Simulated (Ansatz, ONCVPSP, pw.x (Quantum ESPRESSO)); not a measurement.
pw.x on bcc Ni: one setting changed

Potential: optimised norm-conserving Vanderbilt (ONCV), ONCVPSP 4.0.1.1 (patched build), LDA (Perdew-Wang 92); core [Ne], reference 3s2 3p6 3d8 4s2; waves: 3s+4s: rc 1.10 bohr, ncon 4, nbas 9, qcut 12.3 1/bohr, 2 projectors; 3p: rc 1.20 bohr, ncon 5, nbas 8, qcut 9.6 1/bohr, 2 projectors, debl 3.3 Ha; 3d: rc 1.45 bohr, ncon 3, nbas 8, qcut 10.3 1/bohr, 1 projector; f scattering state at 0.06 Ha: rc 1.30 bohr, ncon 4, nbas 8, qcut 9.4 1/bohr, 1 projector; local part: polynomial inside 0.80 bohr (lpopt 5, dvloc0 3 Ha); core correction: none.

The reference run (k-mesh 17³, cutoffs 140/560 Ry, Fermi–Dirac 0.01 Ry, mixing_beta 0.4, conv_thr 1e-9, no spin) gives 0.67 GPa at 10.109 Å³/atom, where all-electron LAPW gives -0.57 GPa. This run, with its own iteration cap, changes mixing_ndim to 2.

```
&control
  calculation='scf', prefix='x', pseudo_dir='./', outdir='./tmp', tstress=.true., disk_io='none'
/
&system
  ibrav=0, nat=1, ntyp=1, ecutwfc=140, ecutrho=560, nbnd=17,
  occupations='smearing', smearing='fd', degauss=0.01
/
&electrons
  conv_thr=1e-09, mixing_beta=0.4, electron_maxstep=50, mixing_ndim=2
/
ATOMIC_SPECIES
Ni 1.0 Ni.UPF
CELL_PARAMETERS angstrom
  -1.36212219 1.36212219 1.36212219
  1.36212219 -1.36212219 1.36212219
  1.36212219 1.36212219 -1.36212219
ATOMIC_POSITIONS crystal
Ni 0.0000 0.0000 0.0000
K_POINTS automatic
17 17 17 0 0 0
```

```bash
pw.x < Ni.scf.in > Ni.scf.out
```

Problem. How does the run end?

Solution. It converges in 7 iterations; the free energy moves by +0.0 meV/atom and the pressure by +0.00 GPa. The result is that of the reference run.

```
Message from routine setup:
     using ibrav=0 with symmetry is DISCOURAGED, use correct ibrav instead
     lattice parameter (alat)  =       4.4584  a.u.
     unit-cell volume          =      68.2189 (a.u.)^3
     number of electrons       =        18.00
     number of Kohn-Sham states=           17
     kinetic-energy cutoff     =     140.0000  Ry
     charge density cutoff     =     560.0000  Ry
     scf convergence threshold =      1.0E-09
     Exchange-correlation= SLA  PW   NOGX NOGC
     number of k points=   165  Fermi-Dirac smearing, width (Ry)=  0.0100
     iteration #  1     ecut=   140.00 Ry     beta= 0.40
     total energy              =    -330.27317590 Ry
     estimated scf accuracy    <       0.00295725 Ry
     iteration #  2     ecut=   140.00 Ry     beta= 0.40
     total energy              =    -330.27338972 Ry
     estimated scf accuracy    <       0.00080723 Ry
     iteration #  3     ecut=   140.00 Ry     beta= 0.40
     total energy              =    -330.27340540 Ry
     estimated scf accuracy    <       0.00020670 Ry
     iteration #  4     ecut=   140.00 Ry     beta= 0.40
     total energy              =    -330.27342219 Ry
     estimated scf accuracy    <       0.00000051 Ry
     iteration #  5     ecut=   140.00 Ry     beta= 0.40
     total energy              =    -330.27342232 Ry
     estimated scf accuracy    <       0.00000015 Ry
     iteration #  6     ecut=   140.00 Ry     beta= 0.40
     total energy              =    -330.27342233 Ry
     estimated scf accuracy    <       0.00000001 Ry
     iteration #  7     ecut=   140.00 Ry     beta= 0.40
     the Fermi energy is    19.5658 ev
!    total energy              =    -330.27342233 Ry
     estimated scf accuracy    <          4.8E-10 Ry
     smearing contrib. (-TS)   =      -0.00849875 Ry
     The total energy is F=E-TS. E is the sum of the following terms:
     one-electron contribution =    -161.66032964 Ry
     hartree contribution      =      92.78358700 Ry
     xc contribution           =     -32.34888757 Ry
     ewald contribution        =    -229.03929337 Ry
     convergence has been achieved in   7 iterations
          total   stress  (Ry/bohr**3)                   (kbar)     P=        6.68
     Message from routine punch:
     Nothing written, as per user request (disk_io='none')
```

The run took about 1.9 min on one core of a shared host (Neoverse-N1, 64 threads, 124 GiB, load 58).
